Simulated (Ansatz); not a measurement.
A single point on C4H4F2, SMILES `FC1=CC(F)C1`.

```yaml
crystal:
  periodic: [false, false, false]
  atoms:
    - {symbol: F, position_ang: [-1.390305, 0.159551, -1.942733]}
    - {symbol: C, position_ang: [-0.541078, 0.103794, -0.938172]}
    - {symbol: C, position_ang: [0.786508, 0.104708, -0.868348]}
    - {symbol: C, position_ang: [0.715450, -0.134037, 0.613293]}
    - {symbol: F, position_ang: [1.267182, 0.852583, 1.402915]}
    - {symbol: C, position_ang: [-0.835222, -0.067896, 0.514418]}
    - {symbol: H, position_ang: [1.603046, 0.184272, -1.570013]}
    - {symbol: H, position_ang: [1.109099, -1.090667, 0.966176]}
    - {symbol: H, position_ang: [-1.381427, -0.968400, 0.804654]}
    - {symbol: H, position_ang: [-1.250052, 0.804891, 1.020909]}
basis:
  gaussian: {orbitals: def2-QZVPP}
correlation: {method: mp2}
```

```sh
$ ansatz run in.yaml --threads 4 --pin off --events-out ev --progress --plain --max-ram 10444MiB
```

It prints (some lines left out):

```
Functional definition: HF
2831 factors; integrals over basis functions are off by at most 8.8e-4 eV
mean field evaluation 1: about -9595.7317 eV, gradient 3.8e1 eV
mean field evaluation 2: about -9595.9000 eV, gradient 3.8e1 eV
mean field evaluation 4: about -9599.3801 eV, gradient 4.1e0 eV
mean field evaluation 8: about -9599.4381 eV, gradient 2.9e-1 eV
mean field -9599.43873637 eV, -352.7728668282 hartree, gradient 1.0e-6 eV, S^2 0.000000; 0 other end points of the search recorded, 0 dependent functions left out
6 core orbitals not correlated: weight in the atoms' cores, before any rotation towards them, 1.000 or more for the frozen orbitals, at most 0.000 for the correlated occupied ones
reference -9599.43873637 eV, -352.7728668282 hartree; 17, 17 occupied and 439, 439 virtual orbitals, 2831 factors
second order -33.23370972 eV of doubles, -0.00000000 eV of singles
Total energy: -9632.67244609 eV, -353.9941831338 hartree
```

Run time 18 s (4 threads of an Arm Neoverse V2 on a shared host); peak host memory 2.9 GiB.
